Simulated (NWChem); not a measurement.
System: chloromethane (CH3Cl); SMILES CCl

Program: NWChem. Pople sets run with spherical d functions. Each level has its own optimisation. Entropies are gas-phase, rigid-rotor, harmonic values for NWChem's default masses at 298.15 K and 1 bar, so the errors hold that model's part too (torsions, anharmonicity).

Measured entropy at 1 bar: 56.1 cal/(mol K) (CRC Handbook, as tabulated in the package chemicals).

| level | entropy at 1 bar (cal/(mol K)) | computed − measured |
|---|---|---|
| B3LYP/def2-TZVP | ___ | ___ |
| B3LYP/6-31G* | ___ | ___ |
| BLYP/def2-SVP | 56.1 | 0.0 |
| PBE0/def2-SVP | 55.9 | -0.2 |

Task: Some entries are withheld; supply them.

Result: 
- B3LYP/6-31G*, entropy at 1 bar (cal/(mol K)): 56.0
- B3LYP/6-31G*, computed − measured: -0.1
- B3LYP/def2-TZVP, entropy at 1 bar (cal/(mol K)): 56.0
- B3LYP/def2-TZVP, computed − measured: -0.1
